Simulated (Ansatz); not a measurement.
## Ansatz (development build ahead of 0.2.0) run

```yaml
crystal:
  periodic: [false, false, false]
  atoms:
    - { symbol: F, position_ang: [0.0, 0.0, 0.0] }
    - { symbol: F, position_ang: [0.0, 0.0, 1.78] }
basis:
  gaussian: { orbitals: def2-SVP }
total_charge: 1
magnetization:
  initial_magnetization: 1
hamiltonian:
  xc: hf
correlation:
  method: mp2
  frozen_orbitals: { F: 1 }
output:
  forces: true
```

The input is written out in the form of the current development build from the run's settings. Correlation on restricted open-shell orbitals is semicanonical, with singles.

Results

```yaml
Converged: yes
Reference_energy: -197.90268 hartree
Correlation_energy: -0.31900 hartree
Total_energy: -198.22168 hartree
Spin_squared_of_the_determinant: 0.750
Stability_test: minimum among restricted orbitals
```

Forces (eV/Å):
| atom | Fx | Fy | Fz |
| --- | --- | --- | --- |
| F1 | 0.000 | 0.000 | 4.462 |
| F2 | 0.000 | 0.000 | -4.462 |

Caution: bonds are stretched, where a single reference can fail; an unrestricted determinant lies well below; other determinants can give a lower correlated total; forces differ strongly between restricted and unrestricted references; the charge can sit on one fragment and break the point group.
